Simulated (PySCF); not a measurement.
Gas-phase reaction: 3 CH₃SiH₃ + 4 C₃H₆ (cyclic) → 3 vinylsilane + 3 C₃H₈

Computed with PySCF (xtb for GFN2) and rigid-rotor harmonic-oscillator thermochemistry at 1 bar. † marks an energy on the PBE0/def2-TZVP geometry and frequencies; other levels use their own. CCSD(T) freezes the core. 6-31G* has spherical d functions here. All species are closed-shell singlets. B3LYP is the form with VWN-RPA correlation. CCSD(T) isn't extrapolated to the basis-set limit; its ΔH°(298 K) is -177.3 kJ in def2-SVP and -172.9 kJ in def2-TZVPP. The harmonic model lacks anharmonicity and excited electronic states, which grow with temperature; levels with a mode under 35 cm⁻¹ are left out. Internal rotation in CH₃SiH₃, vinylsilane, C₃H₈ is treated as a harmonic vibration of one conformer, which makes the entropy rough.

| level | ΔE electronic, kJ | ΔH°(298 K), kJ | ΔS°(298 K), J/K | ΔG°(800 K), kJ |
|---|---|---|---|---|
| B3LYP/6-31G* | -189 | -178 | -52 | -141 |
| CCSD(T)/def2-TZVPP† | -181 | -173 | -49 | -138 |
| GFN2-xTB | -32 | -26 | -35 | -4 |
| HF/6-31G* | -199 | -189 | -56 | -149 |
| PBE/def2-SVP | -127 | -117 | -49 | -81 |
| PBE0/def2-TZVP | -117 | -109 | -49 | -73 |
| LDA/def2-TZVP† | -107 | -99 | -49 | -64 |
| ωB97X-V/def2-TZVP† | -131 | -123 | -49 | -87 |
ΔH° is lowest at HF/6-31G* and highest at GFN2-xTB. No reference value is set beside these.
